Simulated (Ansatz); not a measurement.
# AlSiHS+ (quartet): the correlation ladder, cc-pVDZ

An exercise on one series of results from a longer session: the logs are not shown, and one member is left open.

The runs use Ansatz 0.2.0, Gaussian basis; cc-pVDZ, core rule «outside noble gas», up to 15 orbitals frozen.

Plan: UHF; CCSD(T) on ROHF; CCSD(T) on UHF; BCCD(T) on ROHF; CISD; CCSDT(Q) on ROHF; CCSDT(Q) on UHF.

19 further runs of the same task are left out: 6 that didn't finish, 13 set aside as unsound or not needed.

**The system**

The geometry is a PBE0/def2-TZVP stationary point (not a proven minimum) of the parent state, kept for this charge and spin.

4 atoms, charge 1, spin multiplicity 4.

Atoms are counted from 1 here; the program's logs count them from 0.

Bond lengths: S1–Al2 2.199 Å, S1–H4 1.347 Å, Al2–Si3 2.346 Å. Angles: Al2–S1–H4 91.0°, S1–Al2–Si3 178.7°.

Set-up of the first run:

in.yaml

```yaml
crystal:
  periodic: [false, false, false]
  atoms:
    - {symbol: S, position_ang: [-0.000005, -0.373242, 1.669500]}
    - {symbol: Al, position_ang: [0.000013, -0.307465, -0.528629]}
    - {symbol: Si, position_ang: [-0.000005, -0.291203, -2.875005]}
    - {symbol: H, position_ang: [-0.000003, 0.971910, 1.734134]}
basis:
  gaussian: {orbitals: cc-pVDZ}
total_charge: 1
magnetization: {spin_polarized: true, initial_magnetization: 3}
hamiltonian: {xc: hf}
output: {orbitals: {seedname: orbitals}}
```

The run is started by

```
$ ansatz run in.yaml --threads 1 --pin off --events-out ev --progress --plain --max-ram 2393MiB
```

Among the steps run: UHF; CCSD(T) on ROHF; CCSD(T) on UHF; BCCD(T) on ROHF; CISD; CCSDT(Q) on ROHF; CCSDT(Q) on UHF.

One table of the session follows, with a row left open; its other results are not shown here.

| method | from UCCSDT(Q) (kcal/mol) |
| --- | --- |
| ROHF | +168.52 |
| UHF | +167.48 |
| RMP2 | +31.08 |
| UMP2 | +31.23 |
| CISD | +24.10 |
| RCCSD | +7.97 |
| UCCSD | +7.94 |
| RCCSD(T) | +1.69 |
| UCCSD(T) | +1.69 |
| BCCD(T) | +1.65 |
| RCCSDT | +0.54 |
| UCCSDT | ? |
| RCCSDT(Q) | +0.05 |
| UCCSDT(Q) | 0 |

**Question.** Estimate the row for UCCSDT.

**Answer.** from UCCSDT(Q) (kcal/mol): +0.53. In the column «from UCCSDT(Q) (kcal/mol)» it lies between RCCSDT(Q) (+0.05) and RCCSDT (+0.54).

Caveats from the session: Restricted and unrestricted rows rest on different reference determinants; where their highest levels disagree by more than a few hundredths of an eV, they describe different states and don't form one ladder.
